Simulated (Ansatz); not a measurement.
Geometry optimisation, UKS PBE0-D4/6-31G* in Ansatz 0.2.0.

The input (input.yaml):

```yaml
crystal:
  periodic: [false, false, false]
  atoms:
    - { symbol: Si, position_ang: [-0.055893, -0.046944, -0.059492] }
    - { symbol: Cl, position_ang: [0.375926, -0.21678, 2.00478] }
    - { symbol: H, position_ang: [1.25384, 0.114665, -0.731756] }
    - { symbol: H, position_ang: [-0.937387, 1.137194, -0.170639] }
    - { symbol: "N", position_ang: [-0.85121, -1.385578, -0.762717] }
    - { symbol: H, position_ang: [-1.820909, -1.584183, -0.555006] }
    - { symbol: H, position_ang: [-0.335043, -2.230757, -0.972283] }
    - { symbol: H, position_ang: [-0.011524, 0.082882, 4.533313] }
magnetization:
  spin_polarized: true
  initial_magnetization: 1
basis:
  gaussian: { orbitals: "6-31G*" }
hamiltonian:
  xc: pbe0
  dispersion: d4
relax:
  f_tol: 0.03
  max_steps: 50
```

Launched with:

```bash
$ ansatz run input.yaml --threads 1 --pin off --max-ram 2048MiB --backend cpu --events-out ev --progress --plain --runs-dir out
```

Q: Where does it end, and by what steps?

A: It converged. The force dipped under the threshold on the way, but the program's further checks kept it going. After 7 steps the energy has fallen by 0.053 eV; H8 moved furthest, 0.73 Å.

```csv
step,energy less start (eV),largest force component (eV/Å),accepted
0,0.0000,0.583,yes
1,-0.0167,0.235,yes
2,-0.0399,0.088,yes
3,-0.0489,0.040,yes
4,-0.0505,0.113,yes
5,-0.0528,0.029,yes
6,-0.0533,0.023,yes
7,-0.0535,0.017,yes
```

```xyz
8
Properties=species:S:1:pos:R:3
Si -0.060 -0.050 -0.171
Cl 0.366 -0.197 1.865
H 1.250 0.112 -0.843
H -0.948 1.126 -0.313
N -0.852 -1.400 -0.864
H -1.824 -1.576 -0.647
H -0.347 -2.266 -1.000
H 0.032 0.122 5.259
```

Whether the end is a true minimum wasn't checked by a vibrational analysis.

Run time: 13 s on 1 thread of AMD EPYC 9R45 96-Core Processor (Zen 5), with other jobs on the host, peak memory 0.18 GiB.
